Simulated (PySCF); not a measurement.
Indirect couplings

Bonds (- single, = double, # triple, : aromatic): C1=C2, C2-C3, C3-C4, C4-C5, C5-C6, C6-C1. C1 carries H7; C2 carries H8; C3 carries H9, H10; C4 carries H11, H12; C5 carries H13, H14; C6 carries H15, H16.

Couplings: B3LYP/pcJ-1 (without the spin–dipole term) in PySCF 2.14.0 with density-fitted response routines, geometry GFN2-xTB; gas phase, one conformer, non-relativistic. Couplings are averaged over pairs made equivalent by symmetry, fast rotation or ring inversion, so a value needn't be that of the named pair in this geometry, while other rotamers aren't included; one pair stands for each set, and the list holds a selection of those of at least 1.5 Hz over up to four bonds.

Isotopes: 13C, 1H.

```csv
pair,bonds,J (Hz)
"C1, C2",1,78.8
"C1, C6",1,41.4
"C1, H7",1,160.4
"C3, C4",1,33.6
"C3, H9",1,132.6
"C4, C5",1,32.4
"C4, H11",1,?
"C1, C5",2,-1.9
"C1, H15",2,-7.1
"C3, C5",2,-1.6
"C3, H8",2,?
"C3, H11",2,?
"C4, H9",2,?
"C4, H13",2,-3.2
"H11, H12",2,-12.9
"C1, H9",3,?
"C3, C6",3,?
"C3, H13",3,6.0
"C4, H8",3,5.9
"C4, H15",3,4.5
"H7, H8",3,11.6
"H7, H15",3,4.5
"H9, H12",3,?
"H11, H14",3,?
"C3, H15",4,-1.6
"H7, H9",4,-2.8
```

Question: Estimate the withheld couplings, with signs.

Answer: 
- 1J(C4,H11) = 133.5 Hz (bond length 1.092 Å, sp3 carbon)
- 2J(C3,H8) = 4.6 Hz (angle at C2 116°)
- 2J(C3,H11) = -3.0 Hz
- 2J(C4,H9) = -3.4 Hz
- 3J(C1,H9) = 5.7 Hz
- 3J(C3,C6) = 3.6 Hz
- 3J(H9,H12) = 7.3 Hz (mean over equivalent pairs that range from 1.9 to 12.6 Hz in this conformer)
- 3J(H11,H14) = 2.6 Hz
